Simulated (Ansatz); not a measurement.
Energy needed to pull apart CH$_{2}$OSi (SMILES C=[Si]=O), closed shell, into free ground-state atoms, from the structure below (at a frame of a short PBE0-D4/def2-SVP trajectory); no zero-point or spin–orbit terms; open-shell atoms are treated unrestricted, in their ground-state multiplicity.

```
5
angstrom
C -0.1688 0.5985 -0.4488
Si 0.3522 -0.7431 0.4930
O 0.9381 -1.9292 1.1944
H -0.1936 1.5607 0.0894
H -0.9023 0.5124 -1.2696
```

Ansatz 0.2.0; basis: def2-TZVPP; cores frozen in the correlated methods.

```json
{"method": "PBE-D4", "atomization energy (kcal/mol)": "451.1"}
{"method": "r2SCAN-D4", "atomization energy (kcal/mol)": "438.2"}
{"method": "PBE0-D4", "atomization energy (kcal/mol)": "?"}
{"method": "wB97M-V", "atomization energy (kcal/mol)": "?"}
{"method": "HF", "atomization energy (kcal/mol)": "280.0"}
{"method": "MP2", "atomization energy (kcal/mol)": "437.5"}
{"method": "CCSD", "atomization energy (kcal/mol)": "408.4"}
{"method": "CCSD(T)", "atomization energy (kcal/mol)": "420.4"}
```

(1) What does PBE0-D4 give? (Judge from chemistry; the value comes from the calculation.)

(2) What does wB97M-V give? (Judge from chemistry; the value comes from the calculation.)

T1 diagnostic: at most 0.021.

## Answers

(1) By the calculation: 432.0 kcal/mol, which is about 11.6 kcal/mol more than CCSD(T)/def2-TZVPP.

(2) By the calculation: 436.1 kcal/mol, which is about 15.7 kcal/mol more than CCSD(T)/def2-TZVPP.

In triple zeta the MP2 and coupled-cluster atomization energies are still short of their basis limit by a few kcal/mol a bond, whereas those of the functionals are nearly converged, so these differences are not deviations from converged CCSD(T).

For scale, one of the runs: CCSD(T)/def2-TZVPP forces, 132 basis functions, launched by `ansatz run in.yaml --threads 2 --pin off --events-out ev --progress --plain --max-ram 3481MiB`. Time: 2.4 min of wall clock on 2 CPU threads of an Intel Xeon; the host was shared. Peak host memory: 1.1 GiB.
